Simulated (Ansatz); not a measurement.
Isomers of C2H2Cl2O, relaxed with PBE0-D4/def2-TZVP in Ansatz; electronic energies, one conformer each and not always the lowest. Functionals use def2-TZVPP; CBS adds triple-zeta CCSD(T) − MP2 to the MP2 limit of def2-TZVPP and def2-QZVPP.

Problem. Order them by energy at frozen-core CCSD(T)/CBS, lowest first. (Best estimate.)
A. `Cl[C@H]1O[C@@H]1Cl`
B. `ClC1(Cl)CO1`
C. `OC=C(Cl)Cl`

Solution. C (0.0 kJ/mol), A (49.7 kJ/mol), B (62.3 kJ/mol).

Problem. How do MP2/CBS(def2), B3LYP, PBE0-D4, HF/CBS(def2) place them (kJ/mol, against `OC=C(Cl)Cl`)? (Estimate.)

Solution. The calculation gave: 
```json
{"isomer": "`Cl[C@H]1O[C@@H]1Cl`", "MP2/CBS(def2)": "47.8", "B3LYP": "51.0", "PBE0-D4": "40.6", "HF/CBS(def2)": "46.9"}
{"isomer": "`ClC1(Cl)CO1`", "MP2/CBS(def2)": "58.4", "B3LYP": "67.9", "PBE0-D4": "55.8", "HF/CBS(def2)": "65.6"}
```

B3LYP here is the variant with VWN-RPA as its local correlation; programs differ in this.
